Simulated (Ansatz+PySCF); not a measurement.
A calculation with Ansatz (development build ahead of 0.2.0).

```yaml
crystal:
  periodic: [false, false, false]
  atoms:
    - { symbol: C, position_ang: [0.0, -0.17728, -1.22235] }
    - { symbol: "N", position_ang: [0.0, 0.48196, -0.01629] }
    - { symbol: C, position_ang: [0.0, -0.1456, 1.21223] }
    - { symbol: H, position_ang: [0.0, 0.40521, -2.12786] }
    - { symbol: H, position_ang: [0.0, -1.25327, -1.19971] }
    - { symbol: H, position_ang: [0.0, 1.49175, -0.01448] }
    - { symbol: H, position_ang: [0.0, 0.54581, 2.00752] }
    - { symbol: O, position_ang: [0.0, -1.34857, 1.36095] }
basis:
  gaussian: { orbitals: cc-pVTZ }
magnetization:
  spin_polarized: true
  initial_magnetization: 1
hamiltonian:
  xc: hf
correlation:
  method: mp2
  frozen_orbitals: { C: 1, H: 0, "N": 1, O: 1 }
output:
  forces: true
```

The input is written out in the form of the current development build from the run's settings.

The run gave:

```yaml
Converged: yes
Reference_energy: -207.41508 hartree
Correlation_energy: -0.74221 hartree
Total_energy: -208.15729 hartree
Spin_squared_of_the_determinant: 0.775
Stability_test: minimum
Occupied_orbitals_by_symmetry_in_an_Abelian_subgroup_alpha;_beta: 13 A' 3 A''; 13 A' 2 A''
```

Forces (eV/Å):
```csv
atom,Fx,Fy,Fz
C1,0.000,-0.192,-0.161
N2,0.000,0.251,0.220
C3,0.000,-0.787,-1.501
H4,0.000,-0.091,0.169
H5,0.000,0.160,0.015
H6,0.000,-0.187,0.034
H7,0.000,1.059,1.221
O8,0.000,-0.214,0.003
```
